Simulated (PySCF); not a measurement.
## Electric field gradients and quadrupole coupling constants

C3H5N3.
Structure used (PBE0-D3(BJ)/def2-SVP), in Å, numbered top down from 1:
```xyz
11
C3H5N3 angstrom
C     -1.425    0.172   -0.027
N      0.007    0.008    0.009
C      0.952    0.725   -0.662
N      2.147    0.265   -0.404
N      2.006   -0.781    0.452
C      0.730   -0.926    0.689
H     -1.686    1.238    0.032
H     -1.855   -0.250   -0.948
H     -1.871   -0.339    0.836
H      0.716    1.564   -1.316
H      0.279   -1.675    1.339
```

Field gradients from the PBE0/pcSseg-1 density (PySCF, non-relativistic), principal values in atomic units, ordered |Vxx| ≤ |Vyy| ≤ |Vzz|:

```
atom     Vxx     Vyy      Vzz
  N2  0.2016  0.3920  -0.5936
  N4  0.4223  0.6627  -1.0850
  N5  0.4119  0.6650  -1.0769
```

**Question.** Find the asymmetry η = (Vxx − Vyy)/Vzz and the couplings χ = eQV/h (234.96 MHz × Q in barn × V in au), with Q(14N) = 0.02044 b.

**Answer.** 
```
atom             environment  nucleus     η  χzz (MHz)  χxx (MHz)  χyy (MHz)
  N2   pyrrole-type nitrogen      14N  0.32     -2.851      0.968      1.883
  N4  pyridine-type nitrogen      14N  0.22      -5.21       2.03       3.18
  N5  pyridine-type nitrogen      14N  0.24      -5.17       1.98       3.19
```

**Question.** What is Vzz at N4 in SI units (1 au = 9.71736 × 10²¹ V/m²)?

**Answer.** -1.0850 au = -10.543 × 10²¹ V/m².

**Question.** And the gradient at the other heavy atoms, for which no coupling is worked out here?

**Answer.** 
```
atom                          environment  Vzz (au)     η
  C1                      N-methyl carbon     0.329  0.01
  C3  aromatic CH next to a ring nitrogen    -0.236  0.25
  C6  aromatic CH next to a ring nitrogen    -0.240  0.23
```

**Question.** What couplings would deuterons (Q(2H) = 0.00286 b) have in place of the hydrogens, at this geometry?

**Answer.** 
```tsv
atom	bonded to	bond length (Å)	Vzz (au)	η	χzz (kHz)
H7	C1	1.099	0.2855	0.07	192
H8	C1	1.101	0.2823	0.06	190
H9	C1	1.098	0.2877	0.08	193
H10	C3	1.090	0.3070	0.10	206
H11	C6	1.090	0.3070	0.10	206
```

Isolated species at its PBE0-D3(BJ)/def2-SVP geometry, gas phase. With a basis this small, the couplings can be 20 % off.
